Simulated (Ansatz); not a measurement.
System: zinc-blende BeTe. Method: BLYP (Ansatz, a quantum-chemistry and plane-wave program, plane waves, PAW).

Input:

Ansatz 0.2 input:
```yaml
crystal:
  lattice:
    - [0.0, 2.931921163, 2.931921163]
    - [2.931921163, 0.0, 2.931921163]
    - [2.931921163, 2.931921163, 0.0]
  atoms:
    - { symbol: Be, position: [0.0, 0.0, 0.0] }
    - { symbol: Te, position: [0.25, 0.25, 0.25] }
basis:
  ecutwfc: 520
  ecutrho_ratio: 4
  xc_grid: 2
kpoints:
  mp_grid: { grid: [10, 10, 10] }
hamiltonian:
  xc: blyp
  dispersion: none
  pseudopotentials: { kind: paw }
scf:
  occupations: { method: fermi_dirac, width: 0.01 }
  convergence: { dr2_threshold: 0.0000000002 }
output:
  forces: true
  stress: true
  eigenvalues: true
```

Output (set-up and result lines):

```
Crystal: 2 atoms, lattice volume = 50.407 Å³
Basis set: ecut = 520 eV, 1363 PW (Γ), exchange–correlation on 64×64×64 points (8 copies of the dense FFT grid, shifted against one another)
Bands: 13, of which v1, the nominal top of the filled ones, is band 9 counted from 1 (8 counted from 0)
Symmetry: 24 space group operations
Space group: F-43m (ITA 216), of the structure as read, at distance tolerance 3.7e-5 Å
k-points: 47 of 1000 (time reversal used)
Functional: x = b88, c = lyp
SCF iter   1: F=—  HF=-7090.996791 eV  |F-HF|=—  |Δ(HF+E_count)|=         —  Δρ=4.72e-3  dr2=1.65e-2
SCF iter   2: F=—  HF=-7090.991775 eV  |F-HF|=—  |Δ(HF+E_count)|=   5.02e-3  Δρ=1.75e-3  dr2=1.59e-3
  ...
SCF iter   6: F=—  HF=-7090.991145 eV  |F-HF|=—  |Δ(HF+E_count)|=   4.54e-7  Δρ=7.41e-6  dr2=5.08e-8
SCF iter   7: F=-7090.991145 eV  HF=-7090.991145 eV  |F-HF|=1.36e-11  |Δ(HF+E_count)|=   2.09e-8  Δρ=4.04e-7  dr2=6.18e-11
SCF 1 converged in 7 iterations: F = -7090.991145 eV  dr2 = 6.18e-11
SCF converged after 7 iterations
Free energy (F): -7090.991145 eV
Internal energy: -7090.991145 eV  (E = F + TS)
E sigma→0 (E₀):  -7090.991145 eV
Fermi energy:    7.483896 eV
--- Stress (GPa, compression-positive) ---
       -2.652589       0.000000       0.000000
       -0.000000      -2.652589       0.000000
       -0.000000       0.000000      -2.652589
  P = ⅓ Tr σ = -2.6526 GPa (-26.526 kbar)
```

The cell is one volume of an energy–volume scan, off the minimum.

The PAW data were made under PBE.

Note: the cell is over a tenth larger than the published one: the level's own overestimate first of all, though another phase or state, or a fault of the published cell, is possible.
